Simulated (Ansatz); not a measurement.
We consider rutile CrO2, described by RPBE in Ansatz (plane waves, PAW).

Settings: plane-wave cutoff 520 eV, 12×12×18 k mesh (along the axes of the cell as run), Fermi–Dirac smearing 0.05 eV, spin-polarised with parallel moments, scalar-relativistic PAW data made under PBE.

Computed at the level's own relaxed cell.

Question: Estimate the pressure derivative B′ of the bulk modulus, equilibrium volume per atom, equilibrium lattice constant a and magnetic moment (largest site, within a sphere) that the calculation returns.

Answer: 
pressure derivative B′ of the bulk modulus: 5.4
equilibrium volume per atom: 9.87 Å³/atom
equilibrium lattice constant a: 4.486 Å
magnetic moment (largest site, within a sphere): 1.80 μB

The run finds no gap.

Measured, for comparison: lattice constant a 4.419 Å (room temperature, not corrected to a static lattice; as tabulated in Hiroi (2015), arXiv:1503.02262). Computed (rounded) less measured: lattice constant a +1.5 %.

Note: the bulk modulus comes from volumes at which shape and atoms were relaxed.

Moments are spin moments.

Static lattice: no zero-point or thermal effects.

The result took around 14 core-minutes (rough).

Ansatz is a first-principles code.
